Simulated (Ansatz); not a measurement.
A calculation on fcc Rh returned lattice constant a 3.866 Å, bulk modulus 242 GPa, cohesive energy 5.90 eV/atom.

For reference: lattice constant a 3.794 Å (measured, static lattice: zero-point anharmonic expansion removed; as tabulated in Mejia-Rodriguez and Trickey (2018), arXiv:1807.09216); bulk modulus 271 GPa (measured, corrected for temperature and zero-point phonon effects, our sources range from 271 to 289; as tabulated in Levämäki et al. (2014), arXiv:1402.3671); cohesive energy 5.78 eV/atom (measured, static lattice: zero-point vibration energy added; as tabulated in Mejia-Rodriguez and Trickey (2018), arXiv:1807.09216).

Q: Which level of theory produced these numbers?
(A) rVV10 (Ansatz, a first-principles code)
(B) PBEsol-D3(BJ) (Ansatz)
(C) r²SCAN+rVV10 (Ansatz)
(D) r²SCAN (Ansatz)

A: A, rVV10 (Ansatz)

The others give: PBEsol-D3(BJ) 3.749 Å, 319 GPa, 7.31 eV/atom; r²SCAN+rVV10 3.788 Å, 293 GPa, 5.82 eV/atom; r²SCAN 3.800 Å, 282 GPa, 5.44 eV/atom.

Unless a cell is named, each level is at its own relaxed cell (PBEsol-D3(BJ) 13.17, r²SCAN 13.72, r²SCAN+rVV10 13.58, rVV10 14.45 Å³/atom).

The crystal itself was run without spin with PBEsol-D3(BJ), r²SCAN+rVV10, r²SCAN, rVV10; a magnetic state was not tried in these runs.

Ansatz's density-functional and Hartree–Fock values are scalar-relativistic unless marked +SOC, with PAW data made under PBE.
